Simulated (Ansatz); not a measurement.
Molecule: CH3O, net charge 0, doublet state. It need not be the lowest isomer of its formula. SMILES: C[O]
Geometry: optimised at B3LYP-D3(BJ)/def2-TZVP (Ansatz, a first-principles code).

Quantity: atomisation energy (electronic, to ground-state atoms), in kcal/mol. Cores are frozen in the correlated levels unless marked. UHF or UKS for open shells. Spin-orbit coupling is left out. No relativistic terms. The coupled-cluster limit lacks core correlation, which all-electron functionals hold. Basis-set limits of correlation are two-point, X^-3; Hartree-Fock from the larger set. [CCSD(T)-MP2]/basis is that difference in the basis named.

| level | program | atomisation energy (kcal/mol) |
|---|---|---|
| BHLYP-D3(BJ)/def2-TZVPD | Ansatz + dftd3 | 390.3 |
| HSE06/def2-TZVPD | Ansatz | ? |
| LC-wPBE-D4/def2-TZVPD | Ansatz + dftd4 | 402.1 |
| B2PLYP-D3(BJ)/def2-TZVPD | Ansatz + dftd3 | 397.3 |
| SCS-MP2/cc-pVTZ | Ansatz | 390.8 |
| RI-MP2/CBS(aug-cc-pVTZ,aug-cc-pVQZ)+[CCSD(T)-MP2]/aug-cc-pVTZ | Ansatz | ? |

Problem. What belongs in the gaps?

Solution. 
- HSE06/def2-TZVPD, atomisation energy (kcal/mol): 403.1
- RI-MP2/CBS(aug-cc-pVTZ,aug-cc-pVQZ)+[CCSD(T)-MP2]/aug-cc-pVTZ, atomisation energy (kcal/mol): 400.0
